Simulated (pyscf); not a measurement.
**Concerted two-bond exchange: Cl–Ga [singlet] + NH₃ → HN=Ga–Cl + H₂**

Gas phase, singlet surface, charge 0. Bonds broken: N3–H4, N3–H5. Bonds formed: Ga1–N3, H4–H5. Structures and frequencies: ωB97X-D3(BJ)/def2-SVP in PySCF.

Transition state (Å):

```xyz
6

Ga     1.2724     1.8622     0.2439
Cl     2.5891     2.0710    -1.4681
N      0.7384     0.1605     0.8413
H      0.4373    -0.9271     0.2993
H      0.8213    -1.5870     0.7840
H      0.1444     0.1338     1.6780
```

One imaginary mode, 1190i cm⁻¹; descent along it reached the two sides named, in the forms told below.

```csv
bond,change,reactant side (Å),saddle,product side
N3–H4,breaks,1.021,1.252,2.479
N3–H5,breaks,1.023,1.750,3.2
Ga1–N3,forms,2.483,1.881,1.701
H4–H5,forms,1.656,0.904,0.764
```

Electronic energies relative to the separated reactants (eV):

| level | barrier | reaction energy | reverse barrier |
|---|---|---|---|
| ωB97X-D3(BJ)/def2-TZVP | 4.10 | +2.62 | 1.48 |
| PBE/def2-TZVP | 3.24 | +2.43 | 0.81 |
| r²SCAN/def2-TZVP | 3.33 | +2.37 | 0.96 |
| B3LYP-D3(BJ)/def2-TZVP | 3.65 | +2.66 | 0.99 |
| PBE0-D3(BJ)/def2-TZVP | 3.66 | +2.64 | 1.02 |
| M06-2X/def2-TZVP | 3.94 | +2.60 | 1.33 |
| ωB97M-D3(BJ)/def2-TZVP | 4.12 | +2.78 | 1.33 |
| HF/def2-TZVP | 5.07 | +3.23 | 1.84 |

With ωB97M-D3(BJ)/def2-TZVP energies and thermal terms (ideal gas, 1 atm, RRHO with modes under 100 cm⁻¹ raised to 100, one conformer, R ln 2 for chiral ones without a mode under 150 cm⁻¹), in eV:

```
T (K)   ΔH‡   ΔG‡     ΔH     ΔG
-----  ----  ----  -----  -----
298    3.84  4.20  +2.50  +2.54
600    3.88  4.56  +2.56  +2.56
900    3.92  4.89  +2.61  +2.55
1200   3.97  5.21  +2.64  +2.52
```

On the reactant side the descent ends in a bound adduct, 0.54 eV under the separated species and 4.64 eV under the saddle at ωB97X-D3(BJ)/def2-TZVP. The same reactants have a lower exit, to H₂N–GaH–Cl (barrier +2.39 eV at ωB97M-D3(BJ)/def2-TZVP, against +4.12 eV here). One saddle was located; it need not be the lowest between these sides. A restricted solution here is unstable towards spin polarisation, so biradical character is likely and single-reference numbers are less safe. Elements up to Kr have no core potential and no relativistic terms here.
